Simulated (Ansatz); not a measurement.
# C2H4ClF3: the cost of one run

Method: the levels named in each step, in Ansatz 0.2.0.

### 1 The structure to begin with

Bond lengths: F1–C2 1.354 Å, C2–Cl3 1.774 Å, F4–C5 1.347 Å, C5–F6 1.347 Å, C2–H7 1.093 Å, C2–H8 1.093 Å, C5–H9 1.098 Å, C5–H10 1.098 Å. Angles: F1–C2–Cl3 109.8°, F1–C2–H7 108.1°, F1–C2–H8 108.1°, Cl3–C2–H7 109.0°, Cl3–C2–H8 109.0°, H7–C2–H8 112.8°, F4–C5–F6 107.5°, F4–C5–H9 108.9°, F4–C5–H10 108.8°, F6–C5–H9 108.8°, F6–C5–H10 108.8°, H9–C5–H10 113.8°.

As a file:

```xyz
10

F     0.6420   -0.7161    0.6903
C    -0.2736    0.2669    0.8630
Cl   -0.4132    0.6618    2.5868
F    -0.8097   -0.8456   -2.0977
C     0.4767   -0.6547   -2.4470
F     0.7825    0.6291   -2.1778
H     0.0718    1.1519    0.3221
H    -1.2378   -0.1006    0.5020
H     1.1119   -1.3064   -1.8334
H     0.5795   -0.8249   -3.5265
```

### 2 A rough first relaxation, PBE-D4/def2-SVP

This run stands in another session on the same molecule. It ended at:

```xyz
10

F     0.4796   -0.9163    0.6465
C    -0.3629    0.1443    0.8337
Cl   -0.0526    0.9320    2.4123
F    -0.7839   -0.7210   -2.0983
C     0.5369   -0.5683   -2.4018
F     0.8971    0.7234   -2.1429
H    -0.1879    0.8946    0.0388
H    -1.4127   -0.2128    0.8360
H     1.1356   -1.2453   -1.7546
H     0.6808   -0.7689   -3.4881
```

### 3 Relaxation, PBE0-D4/def2-TZVPP

Input file input.yaml:

```yaml
crystal:
  periodic: [false, false, false]
  atoms:
    - { symbol: F, position_ang: [0.47959521, -0.91630099, 0.64653485] }
    - { symbol: C, position_ang: [-0.36293016, 0.14426921, 0.83372477] }
    - { symbol: Cl, position_ang: [-0.05260725, 0.93203334, 2.41234558] }
    - { symbol: F, position_ang: [-0.78386839, -0.72101352, -2.09831363] }
    - { symbol: C, position_ang: [0.53694918, -0.56833878, -2.4017595] }
    - { symbol: F, position_ang: [0.8971065, 0.72336025, -2.14286205] }
    - { symbol: H, position_ang: [-0.18785684, 0.89458576, 0.03878243] }
    - { symbol: H, position_ang: [-1.41274684, -0.2128283, 0.83602378] }
    - { symbol: H, position_ang: [1.13561952, -1.24532706, -1.75457398] }
    - { symbol: H, position_ang: [0.68079907, -0.76892991, -3.48810225] }
basis:
  gaussian: { orbitals: def2-TZVPP }
hamiltonian:
  xc: pbe0
  dispersion: d4
relax:
  f_tol: 0.002
  max_steps: 150
```

On the command line:

```bash
> ansatz run input.yaml --threads 4 --pin off --max-ram 10240MiB --backend cpu --events-out ev --progress --plain --runs-dir out
```

What time and memory should one allow on 4 threads of Arm Neoverse V2, shared host?

About 96 s, with a peak of 0.72 GiB.
